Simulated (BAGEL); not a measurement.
# doublet C5H10O+ at 4 levels

We compute a comparison of 4 runs (UHF/STO-3G, UHF/3-21G, ROHF/6-31G*, UHF/6-31G*) of doublet C5H10O+. 

The calculation is run with BAGEL 1.2.2.

### Step 1. Starting point

The species is C5H10O+ (16 atoms), meant as a doublet with charge +1. As SMILES of the parent species, `CCC(=O)CC`. The coordinates come from a PBE0-D4/def2-TZVP relaxation. This is one conformer, not always the lowest. That shape belongs to the parent species and isn't relaxed for this state.

Bond lengths: C1–C2 1.514 Å, C2–C3 1.512 Å, C3–O4 1.206 Å, C3–C5 1.512 Å, C5–C6 1.514 Å, C1–H7 1.091 Å, C1–H8 1.091 Å, C1–H9 1.092 Å, C2–H10 1.097 Å, C2–H11 1.097 Å, C5–H12 1.097 Å, C5–H13 1.097 Å, C6–H14 1.091 Å, C6–H15 1.092 Å, C6–H16 1.091 Å. Some angles: C1–C2–C3 113.7°, C2–C3–O4 121.9°, C2–C3–C5 116.2°, O4–C3–C5 121.9°, C3–C5–C6 113.7°, C1–C2–H10 111.3°, C1–C2–H11 111.3°, C3–C2–H10 107.5°, C3–C2–H11 107.6°, C2–C1–H7 110.9°.

### Step 2. A single-point energy at UHF/STO-3G (density fitting with cc-pvqz-jkfit) (run 1)

calc.json reads:

```json
{ "bagel": [

{
  "title": "molecule",
  "basis": "sto-3g",
  "df_basis": "cc-pvqz-jkfit",
  "angstrom": true,
  "geometry": [
    { "atom": "C", "xyz": [   -2.246120,   -1.111570,   -0.497920 ] },
    { "atom": "C", "xyz": [   -0.813390,   -0.753360,   -0.829310 ] },
    { "atom": "C", "xyz": [   -0.131460,    0.076180,    0.234790 ] },
    { "atom": "O", "xyz": [   -0.698810,    0.405660,    1.247000 ] },
    { "atom": "C", "xyz": [    1.301850,    0.469420,   -0.041720 ] },
    { "atom": "C", "xyz": [    1.930830,    1.294940,    1.059990 ] },
    { "atom": "H", "xyz": [   -2.300610,   -1.680760,    0.431140 ] },
    { "atom": "H", "xyz": [   -2.850420,   -0.213780,   -0.360250 ] },
    { "atom": "H", "xyz": [   -2.691090,   -1.708820,   -1.295960 ] },
    { "atom": "H", "xyz": [   -0.204480,   -1.651680,   -0.988960 ] },
    { "atom": "H", "xyz": [   -0.748960,   -0.198670,   -1.773420 ] },
    { "atom": "H", "xyz": [    1.319190,    1.003540,   -0.999660 ] },
    { "atom": "H", "xyz": [    1.868880,   -0.451830,   -0.223250 ] },
    { "atom": "H", "xyz": [    1.373650,    2.218890,    1.221120 ] },
    { "atom": "H", "xyz": [    2.962200,    1.551960,    0.811390 ] },
    { "atom": "H", "xyz": [    1.928750,    0.749880,    2.005000 ] }
  ]
},
{
  "title": "uhf",
  "charge": 1,
  "nopen": 1
},
{
  "title": "print",
  "file": "orbitals.molden",
  "orbitals": true
}

]}
```

The run is started by

```console
$ BAGEL_NUM_THREADS=1 BAGEL calc.json > calc.out
```

Log:

```text
* using 1 threads per process

  ===============================================================
  ===============================================================

  *** Geometry ***

  { "atom" : "C", "xyz" : [     -4.244552,     -2.100563,     -0.940932 ] },
  { "atom" : "C", "xyz" : [     -1.537084,     -1.423644,     -1.567169 ] },
  { "atom" : "C", "xyz" : [     -0.248423,      0.143959,      0.443689 ] },
  { "atom" : "O", "xyz" : [     -1.320560,      0.766586,      2.356488 ] },
  { "atom" : "C", "xyz" : [      2.460140,      0.887075,     -0.078839 ] },
  { "atom" : "C", "xyz" : [      3.648740,      2.447082,      2.003091 ] },
  { "atom" : "H", "xyz" : [     -4.347523,     -3.176176,      0.814737 ] },
  { "atom" : "H", "xyz" : [     -5.386513,     -0.403986,     -0.680774 ] },
  { "atom" : "H", "xyz" : [     -5.085423,     -3.229202,     -2.449009 ] },
  { "atom" : "H", "xyz" : [     -0.386411,     -3.121223,     -1.868864 ] },
  { "atom" : "H", "xyz" : [     -1.415329,     -0.375432,     -3.351278 ] },
  { "atom" : "H", "xyz" : [      2.492908,      1.896416,     -1.889084 ] },
  { "atom" : "H", "xyz" : [      3.531671,     -0.853835,     -0.421881 ] },
  { "atom" : "H", "xyz" : [      2.595822,      4.193094,      2.307582 ] },
  { "atom" : "H", "xyz" : [      5.597747,      2.932779,      1.533305 ] },
  { "atom" : "H", "xyz" : [      3.644809,      1.417068,      3.788901 ] },

  Number of auxiliary basis functions:     1146

  Since a DF basis is specified, we compute 2- and 3-index integrals:
    o Being stored without compression. Storage requirement is 0.015 GB

  Number of basis functions:       40
  Number of electrons      :       48

    * METHOD: MOLECULE                             1.62

  *** Open-shell HF ***

  === Nuclear Repulsion ===
   240.1219996279

      * DIIS with orbital gradients will be used.

  === UHF iteration (sto-3g) ===
      0       -266.25203529          0.03892906           0.22
      1       -266.36369948          0.03233536           0.23
      2       -266.42310317          0.02019099           0.22
      3       -266.46880763          0.00398703           0.22
      4       -266.47810440          0.00120276           0.22
      5       -266.47907165          0.00019121           0.22
      6       -266.47917302          0.00007128           0.22
      7       -266.47922168          0.00002764           0.22
      8       -266.47925057          0.00002514           0.21
      9       -266.47926973          0.00002192           0.21
     10       -266.47930533          0.00000904           0.21
     11       -266.47930453          0.00000544           0.21
     12       -266.47930588          0.00000281           0.21
     13       -266.47930573          0.00000344           0.21
     14       -266.47930590          0.00000052           0.20
     15       -266.47930593          0.00000019           0.22
     16       -266.47930593          0.00000007           0.21
     17       -266.47930593          0.00000005           0.23
     18       -266.47930593          0.00000002           0.23
     19       -266.47930593          0.00000000           0.22
    * SCF iteration converged.

    * S^2 (UHF) is 0.7872

    * Permanent dipole moment:
           (   -0.219038,     0.127391,     0.390490) a.u.

    * METHOD: UHF                                  4.59

    * METHOD: PRINT                                0.00

  ===============================================================
```

It took 6.6 s on 1 thread of Arm Neoverse V2, shared host; peak memory 0.13 GiB.

### Step 3. The energy at UHF/3-21G (density fitting with cc-pvqz-jkfit) (run 2)

input.json reads:

```json
{ "bagel" : [

{
  "title" : "molecule",
  "basis" : "3-21g",
  "df_basis" : "cc-pvqz-jkfit",
  "angstrom" : true,
  "geometry" : [
    { "atom" : "C", "xyz" : [   -2.246120,   -1.111570,   -0.497920 ] },
    { "atom" : "C", "xyz" : [   -0.813390,   -0.753360,   -0.829310 ] },
    { "atom" : "C", "xyz" : [   -0.131460,    0.076180,    0.234790 ] },
    { "atom" : "O", "xyz" : [   -0.698810,    0.405660,    1.247000 ] },
    { "atom" : "C", "xyz" : [    1.301850,    0.469420,   -0.041720 ] },
    { "atom" : "C", "xyz" : [    1.930830,    1.294940,    1.059990 ] },
    { "atom" : "H", "xyz" : [   -2.300610,   -1.680760,    0.431140 ] },
    { "atom" : "H", "xyz" : [   -2.850420,   -0.213780,   -0.360250 ] },
    { "atom" : "H", "xyz" : [   -2.691090,   -1.708820,   -1.295960 ] },
    { "atom" : "H", "xyz" : [   -0.204480,   -1.651680,   -0.988960 ] },
    { "atom" : "H", "xyz" : [   -0.748960,   -0.198670,   -1.773420 ] },
    { "atom" : "H", "xyz" : [    1.319190,    1.003540,   -0.999660 ] },
    { "atom" : "H", "xyz" : [    1.868880,   -0.451830,   -0.223250 ] },
    { "atom" : "H", "xyz" : [    1.373650,    2.218890,    1.221120 ] },
    { "atom" : "H", "xyz" : [    2.962200,    1.551960,    0.811390 ] },
    { "atom" : "H", "xyz" : [    1.928750,    0.749880,    2.005000 ] }
  ]
},
{
  "title" : "uhf",
  "charge" : 1,
  "nopen" : 1
},
{
  "title" : "print",
  "file" : "orbitals.molden",
  "orbitals" : true
}

]}
```

The run is started by

```console
$ BAGEL_NUM_THREADS=1 BAGEL input.json > input.out
```

Log:

```text
* using 1 threads per process

  ===============================================================
  ===============================================================

  *** Geometry ***

  { "atom" : "C", "xyz" : [     -4.244552,     -2.100563,     -0.940932 ] },
  { "atom" : "C", "xyz" : [     -1.537084,     -1.423644,     -1.567169 ] },
  { "atom" : "C", "xyz" : [     -0.248423,      0.143959,      0.443689 ] },
  { "atom" : "O", "xyz" : [     -1.320560,      0.766586,      2.356488 ] },
  { "atom" : "C", "xyz" : [      2.460140,      0.887075,     -0.078839 ] },
  { "atom" : "C", "xyz" : [      3.648740,      2.447082,      2.003091 ] },
  { "atom" : "H", "xyz" : [     -4.347523,     -3.176176,      0.814737 ] },
  { "atom" : "H", "xyz" : [     -5.386513,     -0.403986,     -0.680774 ] },
  { "atom" : "H", "xyz" : [     -5.085423,     -3.229202,     -2.449009 ] },
  { "atom" : "H", "xyz" : [     -0.386411,     -3.121223,     -1.868864 ] },
  { "atom" : "H", "xyz" : [     -1.415329,     -0.375432,     -3.351278 ] },
  { "atom" : "H", "xyz" : [      2.492908,      1.896416,     -1.889084 ] },
  { "atom" : "H", "xyz" : [      3.531671,     -0.853835,     -0.421881 ] },
  { "atom" : "H", "xyz" : [      2.595822,      4.193094,      2.307582 ] },
  { "atom" : "H", "xyz" : [      5.597747,      2.932779,      1.533305 ] },
  { "atom" : "H", "xyz" : [      3.644809,      1.417068,      3.788901 ] },

  Number of auxiliary basis functions:     1146

  Since a DF basis is specified, we compute 2- and 3-index integrals:
    o Being stored without compression. Storage requirement is 0.050 GB

  Number of basis functions:       74
  Number of electrons      :       48

    * METHOD: MOLECULE                             1.61

  *** Open-shell HF ***

  === Nuclear Repulsion ===
   240.1219996279

      * DIIS with orbital gradients will be used.

  === UHF iteration (3-21g) ===
      0       -267.99227533          0.03836042           0.43
      1       -268.09054643          0.03487846           0.45
      2       -268.12156671          0.02999700           0.46
      3       -268.21306036          0.00379629           0.44
      4       -268.22251756          0.00271251           0.48
      5       -268.22948892          0.00135505           0.45
      6       -268.23151586          0.00038143           0.47
      7       -268.23155200          0.00020548           0.44
      8       -268.23158358          0.00003112           0.46
      9       -268.23159148          0.00001635           0.45
     10       -268.23159423          0.00000852           0.44
     11       -268.23159644          0.00000612           0.43
     12       -268.23159792          0.00000299           0.41
     13       -268.23159819          0.00000108           0.41
     14       -268.23159819          0.00000045           0.41
     15       -268.23159820          0.00000020           0.43
     16       -268.23159821          0.00000011           0.44
     17       -268.23159821          0.00000004           0.43
     18       -268.23159821          0.00000001           0.42
    * SCF iteration converged.

    * S^2 (UHF) is 0.7749

    * Permanent dipole moment:
           (   -0.393436,     0.228639,     0.701680) a.u.

    * METHOD: UHF                                  8.76

    * METHOD: PRINT                                0.01

  ===============================================================
```

It took 11 s on 1 thread of Arm Neoverse V2, shared host; peak memory 0.22 GiB.

### Step 4. The energy at ROHF/6-31G(d) (density fitting with cc-pvqz-jkfit, spherical functions) (run 3)

job.json reads:

```json
{ "bagel" : [

{
  "title" : "molecule",
  "basis" : "6-31gs.json",
  "df_basis" : "cc-pvqz-jkfit",
  "angstrom" : "true",
  "geometry" : [
    { "atom" : "C", "xyz" : [      -2.246120,      -1.111570,      -0.497920 ] },
    { "atom" : "C", "xyz" : [      -0.813390,      -0.753360,      -0.829310 ] },
    { "atom" : "C", "xyz" : [      -0.131460,       0.076180,       0.234790 ] },
    { "atom" : "O", "xyz" : [      -0.698810,       0.405660,       1.247000 ] },
    { "atom" : "C", "xyz" : [       1.301850,       0.469420,      -0.041720 ] },
    { "atom" : "C", "xyz" : [       1.930830,       1.294940,       1.059990 ] },
    { "atom" : "H", "xyz" : [      -2.300610,      -1.680760,       0.431140 ] },
    { "atom" : "H", "xyz" : [      -2.850420,      -0.213780,      -0.360250 ] },
    { "atom" : "H", "xyz" : [      -2.691090,      -1.708820,      -1.295960 ] },
    { "atom" : "H", "xyz" : [      -0.204480,      -1.651680,      -0.988960 ] },
    { "atom" : "H", "xyz" : [      -0.748960,      -0.198670,      -1.773420 ] },
    { "atom" : "H", "xyz" : [       1.319190,       1.003540,      -0.999660 ] },
    { "atom" : "H", "xyz" : [       1.868880,      -0.451830,      -0.223250 ] },
    { "atom" : "H", "xyz" : [       1.373650,       2.218890,       1.221120 ] },
    { "atom" : "H", "xyz" : [       2.962200,       1.551960,       0.811390 ] },
    { "atom" : "H", "xyz" : [       1.928750,       0.749880,       2.005000 ] }
  ]
},

{ "title" : "rohf", "charge" : 1, "nopen" : 1 },

{ "title" : "print", "file" : "orbitals.molden", "orbitals" : "true" }

]}
```

The basis set 6-31G* is read from a file made from the Basis Set Exchange's data (not shown).

The run is started by

```console
$ BAGEL_NUM_THREADS=1 BAGEL job.json > job.out
```

Log:

```text
* using 1 threads per process

  ===============================================================
  ===============================================================

  *** Geometry ***

  { "atom" : "C", "xyz" : [     -4.244552,     -2.100563,     -0.940932 ] },
  { "atom" : "C", "xyz" : [     -1.537084,     -1.423644,     -1.567169 ] },
  { "atom" : "C", "xyz" : [     -0.248423,      0.143959,      0.443689 ] },
  { "atom" : "O", "xyz" : [     -1.320560,      0.766586,      2.356488 ] },
  { "atom" : "C", "xyz" : [      2.460140,      0.887075,     -0.078839 ] },
  { "atom" : "C", "xyz" : [      3.648740,      2.447082,      2.003091 ] },
  { "atom" : "H", "xyz" : [     -4.347523,     -3.176176,      0.814737 ] },
  { "atom" : "H", "xyz" : [     -5.386513,     -0.403986,     -0.680774 ] },
  { "atom" : "H", "xyz" : [     -5.085423,     -3.229202,     -2.449009 ] },
  { "atom" : "H", "xyz" : [     -0.386411,     -3.121223,     -1.868864 ] },
  { "atom" : "H", "xyz" : [     -1.415329,     -0.375432,     -3.351278 ] },
  { "atom" : "H", "xyz" : [      2.492908,      1.896416,     -1.889084 ] },
  { "atom" : "H", "xyz" : [      3.531671,     -0.853835,     -0.421881 ] },
  { "atom" : "H", "xyz" : [      2.595822,      4.193094,      2.307582 ] },
  { "atom" : "H", "xyz" : [      5.597747,      2.932779,      1.533305 ] },
  { "atom" : "H", "xyz" : [      3.644809,      1.417068,      3.788901 ] },

  Number of auxiliary basis functions:     1146

  Since a DF basis is specified, we compute 2- and 3-index integrals:
    o Being stored without compression. Storage requirement is 0.099 GB

  Number of basis functions:      104
  Number of electrons      :       48

    * METHOD: MOLECULE                             1.91

  *** Open-shell HF ***

  === Nuclear Repulsion ===
   240.1219996279

      * DIIS with orbital gradients will be used.

  === ROHF iteration (6-31gs.json) ===
      0       -269.41635048          0.03421309           0.69
      1       -269.51326468          0.03262073           0.69
      2       -269.53490159          0.02914641           0.69
      3       -269.69630530          0.00358003           0.69
      4       -269.70650862          0.00248868           0.67
      5       -269.71419755          0.00208759           0.65
      6       -269.72157583          0.00115821           0.66
      7       -269.72452465          0.00034100           0.65
      8       -269.72421178          0.00013463           0.67
      9       -269.72448342          0.00004192           0.64
     10       -269.72442722          0.00000715           0.66
     11       -269.72444450          0.00000200           0.63
     12       -269.72444598          0.00000057           0.60
     13       -269.72444624          0.00000020           0.62
     14       -269.72444629          0.00000008           0.64
     15       -269.72444628          0.00000004           0.62
     16       -269.72444629          0.00000003           0.64
     17       -269.72444629          0.00000002           0.68
     18       -269.72444629          0.00000001           0.67
     19       -269.72444629          0.00000001           0.66
    * SCF iteration converged.

    * S^2 (ROHF) is 0.7500

    * Permanent dipole moment:
           (   -0.340307,     0.197789,     0.606889) a.u.

    * METHOD: ROHF                                13.77

    * METHOD: PRINT                                0.02

  ===============================================================
```

Run time: 16 s. Hardware: 1 thread of Arm Neoverse V2, shared host; peak memory 0.32 GiB.

### Step 5. The energy at UHF/6-31G(d) (density fitting with cc-pvqz-jkfit, spherical functions) (run 4)

hf.json reads:

```json
{ "bagel": [

{
  "title": "molecule",
  "basis": "6-31gs.json",
  "df_basis": "cc-pvqz-jkfit",
  "angstrom": true,
  "geometry": [
    { "atom": "C", "xyz": [   -2.246120,   -1.111570,   -0.497920 ] },
    { "atom": "C", "xyz": [   -0.813390,   -0.753360,   -0.829310 ] },
    { "atom": "C", "xyz": [   -0.131460,    0.076180,    0.234790 ] },
    { "atom": "O", "xyz": [   -0.698810,    0.405660,    1.247000 ] },
    { "atom": "C", "xyz": [    1.301850,    0.469420,   -0.041720 ] },
    { "atom": "C", "xyz": [    1.930830,    1.294940,    1.059990 ] },
    { "atom": "H", "xyz": [   -2.300610,   -1.680760,    0.431140 ] },
    { "atom": "H", "xyz": [   -2.850420,   -0.213780,   -0.360250 ] },
    { "atom": "H", "xyz": [   -2.691090,   -1.708820,   -1.295960 ] },
    { "atom": "H", "xyz": [   -0.204480,   -1.651680,   -0.988960 ] },
    { "atom": "H", "xyz": [   -0.748960,   -0.198670,   -1.773420 ] },
    { "atom": "H", "xyz": [    1.319190,    1.003540,   -0.999660 ] },
    { "atom": "H", "xyz": [    1.868880,   -0.451830,   -0.223250 ] },
    { "atom": "H", "xyz": [    1.373650,    2.218890,    1.221120 ] },
    { "atom": "H", "xyz": [    2.962200,    1.551960,    0.811390 ] },
    { "atom": "H", "xyz": [    1.928750,    0.749880,    2.005000 ] }
  ]
},
{
  "title": "uhf",
  "charge": 1,
  "nopen": 1
},
{
  "title": "print",
  "file": "orbitals.molden",
  "orbitals": true
}

]}
```

The basis set 6-31G* is read from a file made from the Basis Set Exchange's data (not shown).

The run is started by

```console
$ BAGEL_NUM_THREADS=1 BAGEL hf.json > hf.out
```

Log:

```text
* using 1 threads per process

  ===============================================================
  ===============================================================

  *** Geometry ***

  { "atom" : "C", "xyz" : [     -4.244552,     -2.100563,     -0.940932 ] },
  { "atom" : "C", "xyz" : [     -1.537084,     -1.423644,     -1.567169 ] },
  { "atom" : "C", "xyz" : [     -0.248423,      0.143959,      0.443689 ] },
  { "atom" : "O", "xyz" : [     -1.320560,      0.766586,      2.356488 ] },
  { "atom" : "C", "xyz" : [      2.460140,      0.887075,     -0.078839 ] },
  { "atom" : "C", "xyz" : [      3.648740,      2.447082,      2.003091 ] },
  { "atom" : "H", "xyz" : [     -4.347523,     -3.176176,      0.814737 ] },
  { "atom" : "H", "xyz" : [     -5.386513,     -0.403986,     -0.680774 ] },
  { "atom" : "H", "xyz" : [     -5.085423,     -3.229202,     -2.449009 ] },
  { "atom" : "H", "xyz" : [     -0.386411,     -3.121223,     -1.868864 ] },
  { "atom" : "H", "xyz" : [     -1.415329,     -0.375432,     -3.351278 ] },
  { "atom" : "H", "xyz" : [      2.492908,      1.896416,     -1.889084 ] },
  { "atom" : "H", "xyz" : [      3.531671,     -0.853835,     -0.421881 ] },
  { "atom" : "H", "xyz" : [      2.595822,      4.193094,      2.307582 ] },
  { "atom" : "H", "xyz" : [      5.597747,      2.932779,      1.533305 ] },
  { "atom" : "H", "xyz" : [      3.644809,      1.417068,      3.788901 ] },

  Number of auxiliary basis functions:     1146

  Since a DF basis is specified, we compute 2- and 3-index integrals:
    o Being stored without compression. Storage requirement is 0.099 GB

  Number of basis functions:      104
  Number of electrons      :       48

    * METHOD: MOLECULE                             1.87

  *** Open-shell HF ***

  === Nuclear Repulsion ===
   240.1219996279

      * DIIS with orbital gradients will be used.

  === UHF iteration (6-31gs.json) ===
      0       -269.41635048          0.03421309           0.68
      1       -269.52469672          0.03211810           0.68
      2       -269.55806683          0.02790271           0.64
      3       -269.70510811          0.00319862           0.64
      4       -269.71641869          0.00232316           0.66
      5       -269.72392304          0.00179510           0.67
      6       -269.73089861          0.00100825           0.67
      7       -269.73108888          0.00036278           0.65
      8       -269.73124826          0.00006776           0.68
      9       -269.73125663          0.00002352           0.66
     10       -269.73125998          0.00000756           0.67
     11       -269.73126134          0.00000408           0.67
     12       -269.73126186          0.00000180           0.67
     13       -269.73126196          0.00000068           0.67
     14       -269.73126197          0.00000037           0.64
     15       -269.73126198          0.00000024           0.68
     16       -269.73126199          0.00000012           0.67
     17       -269.73126199          0.00000006           0.66
     18       -269.73126199          0.00000002           0.68
     19       -269.73126199          0.00000001           0.62
     20       -269.73126199          0.00000001           0.68
    * SCF iteration converged.

    * S^2 (UHF) is 0.7728

    * Permanent dipole moment:
           (   -0.342859,     0.199270,     0.611443) a.u.

    * METHOD: UHF                                 14.60

    * METHOD: PRINT                                0.02

  ===============================================================
```

Run time: 17 s. Hardware: 1 thread of Arm Neoverse V2, shared host; peak memory 0.32 GiB.

### Step 6. The series

| run | level | energy (Eh) | ⟨S²⟩ | wall time |
| --- | --- | --- | --- | --- |
| 1 | UHF/STO-3G (density fitting with cc-pvqz-jkfit) | -266.479306 | 0.787 | 6.6 s |
| 2 | UHF/3-21G (density fitting with cc-pvqz-jkfit) | -268.231598 | 0.775 | 11 s |
| 3 | ROHF/6-31G* (density fitting with cc-pvqz-jkfit, spherical functions) | -269.724446 | 0.750 | 16 s |
| 4 | UHF/6-31G* (density fitting with cc-pvqz-jkfit, spherical functions) | -269.731262 | 0.773 | 17 s |

### Step 7. Summary of results

```
           quantity          value
run 4: total energy  -269.73126 Eh
        run 4: ⟨S²⟩          0.773
```

What this shows: In run 1 the basis is minimal, so the values are rough. All runs together took 50 s, the longest 17 s.
